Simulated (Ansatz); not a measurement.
Si(NH2)2 (SiN₂H₄). Charge 0, multiplicity 3. Geometry PBE0-D4/def2-TZVP, that of the neutral singlet; atoms count from 1.

```xyz
7

Si   -0.723    0.733    0.477
N     0.797    0.164    1.035
H     1.169    0.487    1.912
H     1.416   -0.492    0.582
N    -0.840   -0.121   -1.007
H    -1.646   -0.003   -1.598
H    -0.174   -0.769   -1.402
```

At PBE0-D4/def2-TZVP a singlet of charge 0 lies 3.27 eV below the triplet at the same geometry.

Estimate the Mulliken populations from the PBE0/def2-TZVP orbitals of Ansatz.


```csv
atom,charge (e),spin (α − β)
Si1,0.27,1.76
N2,-0.61,0.10
H3,0.23,0.00
H4,0.24,0.02
N5,-0.61,0.10
H6,0.23,0.00
H7,0.24,0.02
```
Mulliken values and Mayer orders depend strongly on the basis.

Where does the spin sit?

Summed by element: Si 1.76, N 0.21, H 0.03, of 2 unpaired in all. Largest on single atoms: Si1 1.76, N2 0.10, N5 0.10.

And the Mayer bond orders between bonded heavy atoms (over 0.3)?

Si1–N2 1.09 (1.72 Å); Si1–N5 1.09 (1.72 Å).
